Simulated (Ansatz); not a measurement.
# CH5BO: the cost of one run

Program: Ansatz 0.2.0. Level of theory: RKS B3LYP-D4/STO-3G. These are calculated values, not measurements.

### 1 The starting structure

Bond lengths: B1–H2 1.190 Å, B1–O3 1.410 Å, O3–H4 1.010 Å, B1–C5 1.600 Å, C5–H6 1.110 Å, C5–H7 1.110 Å, C5–H8 1.110 Å. Angles: H2–B1–O3 120.0°, H2–B1–C5 120.0°, O3–B1–C5 120.0°, B1–O3–H4 109.5°, B1–C5–H6 109.5°, B1–C5–H7 109.5°, B1–C5–H8 109.5°, H6–C5–H7 109.4°, H6–C5–H8 109.4°, H7–C5–H8 109.4°.

Structure file:

```xyz
8

B     0.0000    0.0000    0.0000
H     0.0000    0.0000    1.1900
O     1.2211    0.0000   -0.7050
H     1.5209   -0.9519   -0.8599
C    -1.3856    0.0000   -0.8000
H    -1.9458   -0.9305   -0.5708
H    -1.9898    0.8797   -0.4946
H    -1.1839    0.0508   -1.8903
```

### 2 Preparing the start

The input, input.yaml:

```yaml
crystal:
  periodic: [false, false, false]
  atoms:
    - { symbol: B, position_ang: [0.0, 0.0, 0.0] }
    - { symbol: H, position_ang: [0.0, 0.0, 1.19] }
    - { symbol: O, position_ang: [1.2211, 0.0, -0.705] }
    - { symbol: H, position_ang: [1.5209, -0.9519, -0.8599] }
    - { symbol: C, position_ang: [-1.3856, 0.0, -0.8] }
    - { symbol: H, position_ang: [-1.9458, -0.9305, -0.5708] }
    - { symbol: H, position_ang: [-1.9898, 0.8797, -0.4946] }
    - { symbol: H, position_ang: [-1.1839, 0.0508, -1.8903] }
basis:
  gaussian: { orbitals: STO-3G }
hamiltonian:
  xc: b3lyp
  dispersion: d4
relax:
  f_tol: 0.02
  max_steps: 40
output:
  orbitals: {}
```

Started as:

```bash
$ ansatz run input.yaml --threads 1 --pin off --max-ram 2048MiB --backend cpu --events-out ev --progress --plain --runs-dir out
```

Q: Estimate wall time and peak memory on 1 thread of Arm Neoverse V2, shared host.

About 9.2 s, with a peak of 0.11 GiB.
